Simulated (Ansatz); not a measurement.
I need a rigid torsion scan of CH4ClSi (charge -1), SMILES C[SiH-]Cl. Use the Python package of Ansatz (0.2.0). Use (for the species named): Hartree-Fock, 6-31G* basis, multiplicity 1.

```tsv
atom	x (Å)	y (Å)	z (Å)
C	-0.8259	-0.0514	-0.0720
Si	0.8598	0.4999	0.4325
Cl	2.0004	-1.1471	0.8701
H	-1.4562	0.8028	-0.3378
H	-1.3267	-0.5929	0.7366
H	-0.7850	-0.7150	-0.9414
H	1.5337	1.2038	-0.6880
```

Script `torsion_ch4clsi.py`:
```python
"""Rigid torsion scan of CH4ClSi(-)."""

import warnings

import ansatz
from ase import Atoms


def main() -> None:
    warnings.simplefilter("ignore", ansatz.DeckWarning)

    atoms = Atoms(["C", "Si", "Cl", "H", "H", "H", "H"], positions=[
        (-0.8259, -0.0514, -0.072),
        (0.8598, 0.4999, 0.4325),
        (2.0004, -1.1471, 0.8701),
        (-1.4562, 0.8028, -0.3378),
        (-1.3267, -0.5929, 0.7366),
        (-0.785, -0.715, -0.9414),
        (1.5337, 1.2038, -0.688),
    ])

    # relax first, so that the scan starts from a minimum
    first = (
        ansatz.Crystal.molecule_from_ase(atoms).calculation()
        .basis(gaussian="6-31G*")
        .functional("HF")
        .charge(-1)
        .relax(force_tolerance=0.02, max_steps=80)  # relax until the tolerances are met
    )
    atoms.positions = first.run(threads=1, pin="off").report["positions_ang"]

    start = atoms.get_dihedral(3, 0, 1, 2)
    energies = {}
    for turn in range(0, 360, 30):
        turned = atoms.copy()
        turned.set_dihedral(3, 0, 1, 2, start + turn, indices=[1, 2, 6])
        calc = (
            ansatz.Crystal.molecule_from_ase(turned).calculation()
            .basis(gaussian="6-31G*")  # atom-centred Gaussian functions
            .functional("HF")
            .charge(-1)
        )
        energies[round((start + turn) % 360)] = calc.run(threads=1, pin="off").report["free_energy_ev"]
    floor = min(energies.values())
    print("dihedral H3-C0-Si1-Cl2 (deg)   E - E(min) (eV)")
    for angle, e in sorted(energies.items()):
        print(f"{angle:8d} {(e - floor):14.3f}  " + "#" * int(30 * (e - floor) / max(max(energies.values()) - floor, 1e-9)))


if __name__ == "__main__":
    main()
```

```console
$ python torsion_ch4clsi.py
dihedral H3-C0-Si1-Cl2 (deg)   E - E(min) (eV)
      12          0.109  #############################
      42          0.063  #################
      72          0.017  ####
     102          0.062  ################
     132          0.104  ############################
     162          0.050  #############
     192          0.000
     222          0.050  #############
     252          0.111  ##############################
     282          0.071  ###################
     312          0.018  ####
     342          0.060  ################
```

The lowest point is at 192° and the highest at 252°, 0.111 eV (10.7 kJ/mol) above it, with the rest of the molecule held.

The scan is rigid and the energies are electronic, in a modest basis. With rigid groups the curve can differ much from the relaxed path, the start wasn't checked as a minimum of this torsion, and equivalent turns needn't return to the same energy. Anions want diffuse functions, which this basis lacks. Finished in 20 s on 1 thread of Intel(R) Xeon(R) Platinum 8259CL CPU @ 2.50GHz (Skylake/Cascade Lake) (shared host), peak memory 0.2 GiB.

(A comment or docstring line of the script was reworded after the run, the code is as it ran; lines on the test bed's own set-up are left out of the output.)
